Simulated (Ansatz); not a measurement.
# How far each method lies from UCCSDT(Q) for F–B–GeH, quartet

Geometry: displaced at random from a stationary point.

```xyz
4

F     0.0792   -0.1732    2.1816
B    -0.0856    0.6908    1.1977
Ge   -0.0090   -0.0679   -0.7215
H     0.0741    0.7513   -1.9707
```

Basis cc-pVDZ; Ansatz 0.2.0. Correlated methods freeze the noble-gas cores and the filled d shells of p-block atoms, which leaves 15 electrons in 44 orbitals. Prefix R: restricted or restricted open-shell reference; prefix U: unrestricted. No spin–orbit coupling is included, and no scalar relativity.

Full CI isn't at hand for all of this; UCCSDT(Q) serves as the reference, and is uncertain by the last step of the cluster series or more.

```
UHF ⟨S²⟩                          : 3.759
T1 diagnostic (RCCSD)             : 0.0238
largest doubles amplitude (RCCSD) : 0.038
T1 diagnostic (UCCSD)             : 0.0214
```

Task: From what is known of these methods and the diagnostics, rank them by the size of their error in total energy against UCCSDT(Q) in cc-pVDZ, smallest first (an estimate: the text doesn't fix the numbers).
A. UCCSD(T)
B. UHF
C. UMP2
D. UCCSDT
E. UCCSD

Result: D (0.63 mEh), A (1.85 mEh), E (10.03 mEh), C (35.29 mEh), B (337.74 mEh).

All errors are against UCCSDT(Q) in cc-pVDZ. Within each family the higher level lies nearer, as is usual though not guaranteed.
